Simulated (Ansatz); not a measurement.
# CH₄BO radical: small, medium and large basis sets

Aim: see how fast density functionals converge with the basis set for CH₄BO radical.

Computed with Ansatz 0.2.0, Gaussian basis. Level: one geometry, several basis sets.

Levels to be run: PBE0-D4/def2-SVP; ωB97M-V/def2-SVP; PBE0-D4/def2-QZVPP; ωB97M-V/def2-QZVPP; the functionals' def2-TZVPP values are taken from earlier runs.

## Step 1: Structure used throughout

All runs share one geometry, relaxed beforehand with PBE0-D4 in a triple-zeta def2 set.

SMILES `[BH]OC`, 7 atoms, charge 0, spin multiplicity 2.

Atoms are counted from 1 here; the program's logs count them from 0.

Bond lengths: B1–O2 1.320 Å, B1–H4 1.207 Å, O2–C3 1.426 Å, C3–H5 1.093 Å, C3–H6 1.091 Å, C3–H7 1.091 Å. Angles: O2–B1–H4 124.7°, B1–O2–C3 124.1°, O2–C3–H5 110.9°, O2–C3–H6 108.4°, O2–C3–H7 108.4°, H5–C3–H6 109.9°, H5–C3–H7 109.9°, H6–C3–H7 109.2°.

## Step 2: PBE0-D4 in def2-SVP

in.yaml

```yaml
crystal:
  periodic: [false, false, false]
  atoms:
    - {symbol: B, position_ang: [-1.319622, -1.025731, -0.172923]}
    - {symbol: O, position_ang: [-0.272425, -0.707125, 0.564506]}
    - {symbol: C, position_ang: [0.642169, 0.338582, 0.243899]}
    - {symbol: H, position_ang: [-1.628549, -0.474198, -1.201577]}
    - {symbol: H, position_ang: [0.357826, 0.833967, -0.687585]}
    - {symbol: H, position_ang: [0.642992, 1.059329, 1.062319]}
    - {symbol: H, position_ang: [1.638910, -0.092824, 0.145561]}
basis:
  gaussian: {orbitals: def2-SVP}
magnetization: {spin_polarized: true, initial_magnetization: 1}
hamiltonian: {xc: pbe0, dispersion: d4}
output: {orbitals: {seedname: orbitals}}
```

The runs that follow: ωB97M-V in def2-SVP; PBE0-D4 in def2-QZVPP; ωB97M-V in def2-QZVPP.

Before running them: what should the planned runs give, taken together? Wanted: PBE0-D4: double and triple zeta above quadruple; ωB97M-V: double and triple zeta above quadruple.

As calculated:

```
                                       quantity          value
PBE0-D4: double and triple zeta above quadruple  4.62, 0.23 eV
ωB97M-V: double and triple zeta above quadruple  4.79, 0.23 eV
```

**Reading.** PBE0-D4 gains 4.39 eV from double to triple zeta, then 0.23 eV more. These are total energies; as a rule much of such shifts cancels in differences, which this series doesn't test.
